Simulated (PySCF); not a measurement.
## Relative stability

Two relaxed structures of C$_{2}$H$_{4}$Si, singlet (PBE0-D4/def2-TZVP; forces vanish, vibrations not checked).

A:

```
7
angstrom
C -1.6190 -0.9693 -0.2955
Si 0.9553 0.5594 0.1645
C -0.5952 -0.3595 -0.1110
H -2.5240 -1.5085 -0.4589
H 1.2177 1.4388 -1.0008
H 0.8261 1.3830 1.3915
H 2.0732 -0.4021 0.3249
```

B:

| atom | x (Å) | y (Å) | z (Å) |
| --- | --- | --- | --- |
| C1 | -0.5601 | -0.3756 | 0.2061 |
| Si2 | -1.0012 | 1.3890 | 0.6525 |
| C3 | 0.5542 | -0.5619 | -0.5141 |
| H4 | -1.1378 | -1.2529 | 0.4911 |
| H5 | 1.1657 | 0.2838 | -0.8234 |
| H6 | -2.2682 | 1.0486 | 1.4389 |
| H7 | 0.9051 | -1.5441 | -0.8239 |

Computed with PySCF 2.14 with density fitting (its default auxiliary sets; JK sets also for MP2 and CCSD(T)) (basis: def2-TZVPP); correlated methods freeze the cores. B3LYP uses VWN-RPA correlation.

Which structure is lower at CCSD(T), and by how much? (Judge from chemistry; the value comes from the calculation.)

Computed: A, by 64.4 kJ/mol (electronic energy, against the other). By their contacts, A is C₂H₄Si (C#C[SiH3]) and B is C₂H₄Si ([CH2]C=[SiH]).

All methods give the same order:

| method | E(B) − E(A) (kJ/mol) |
| --- | --- |
| PBE-D4 | 46.9 |
| r2SCAN-D4 | 67.4 |
| PBE0-D4 | 48.8 |
| B3LYP-D4 | 56.1 |
| wB97M-V | 54.6 |
| HF | 71.7 |
| MP2 | 83.3 |
| CCSD | 63.3 |
| CCSD(T) | 64.4 |

The T1 diagnostic stays at or below 0.014. The restricted Hartree–Fock reference is unstable towards an unrestricted one at one or more of these structures.

For scale, one of the runs: CCSD(T)/def2-TZVPP, 160 basis functions, launched by `OMP_NUM_THREADS=2 python run.py`. Time: 98 s of wall clock on 2 CPU threads of an Intel Xeon Platinum 8488C; the host was shared. Peak host memory: 1 GiB.
